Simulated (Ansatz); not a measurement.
The first iterations of a band of AlClH3N (6 atoms, charge 0, multiplicity 1).

All numbers below come from Ansatz 0.2.0, RKS B3LYP-D4/def2-SVP.

```
movable images  : 5
climbing image  : yes
spring          : 5.0 eV/Å²
optimiser       : quadratic models (default)
start path      : through a guess of the saddle point
force threshold : 0.2 eV/Å
iteration limit : 60
end points      : relaxed
```

Image 0:

```xyz
6
Properties=species:S:1:pos:R:3
Al 0.311 0.057 -0.023
Cl 0.523 -0.502 2.005
H 1.555 0.511 -0.866
N -1.309 -0.007 -0.720
H -2.148 -0.293 -0.223
H -1.540 0.235 -1.679
```

Image 6:

```xyz
6
Properties=species:S:1:pos:R:3
Al 0.080 0.462 -1.519
Cl 1.041 -0.298 1.600
H 2.153 0.048 1.041
N -1.590 0.024 -0.986
H -1.874 -0.297 -0.061
H -2.418 0.061 -1.582
```

| iteration | highest image above the first end (eV) | largest band force component (eV/Å) |
| --- | --- | --- |
| 1 | 3.885 | 4.242 |
| 2 | 3.150 | 1.520 |
| 3 | 2.892 | 1.533 |

Q: Does the band converge within its limit, and where does its top end?

A: The forces met the threshold. It ended after 11 iterations with the highest image 3.047 eV above the first end. The threshold of 0.2 eV/Å is loose, so the images may lie well off the minimum-energy path. Neighbouring images differ by up to 1.4 eV, so the band resolves the path poorly. Another band between the same ends (5 images) ends at a top of the same energy, where a vibrational analysis finds 1 clearly imaginary mode. The orbitals stay closed-shell, which can raise the energy where a bond breaks towards radicals; this wasn't checked here.

The run took 93 s on 1 thread of Arm Neoverse V2 (shared host), peak memory 0.12 GiB.
